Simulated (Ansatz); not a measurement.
This geometry of CH$_{3}$MgO (6 atoms, charge 0, multiplicity 2) is a first-order saddle point.

All numbers below come from UKS r2SCANh/def2-SVP in Ansatz.

```xyz
6
Properties=species:S:1:pos:R:3
O -0.555 -1.044 -0.812
C 0.330 -0.315 -0.163
Mg 0.531 0.802 1.646
H -1.229 -1.359 -0.195
H 1.081 0.005 -0.918
H -0.159 1.912 0.441
```

(1) Which two structures does it join? (They come from a converged band through this point; their orientation in space is the band's.)

(2) How far does it lie above each of them?

## Answers

(1) Bonds broken: Mg3–H6. Bonds formed: O1–Mg3, C2–H6.

Image 0:

```xyz
6
Properties=species:S:1:pos:R:3
O -0.535 -1.279 -1.048
C 0.318 -0.362 -0.500
Mg 0.190 1.071 0.991
H -1.391 -1.216 -0.616
H 1.279 -0.478 -1.032
H 0.140 2.263 2.205
```

Image 8:

```xyz
6
Properties=species:S:1:pos:R:3
O -0.626 -0.656 0.001
C 0.401 0.417 -0.017
Mg 0.420 -0.726 1.773
H -1.193 -0.692 -0.778
H 1.086 0.259 -0.865
H -0.089 1.398 -0.115
```

(2) 1.06 eV above the first and 2.07 eV above the second. This is the barrier of this one path; another mechanism may lie lower.

The run took 6.1 min on 2 threads of Intel(R) Xeon(R) Platinum 8259CL CPU @ 2.50GHz (Skylake/Cascade Lake) (shared host), peak memory 0.23 GiB.
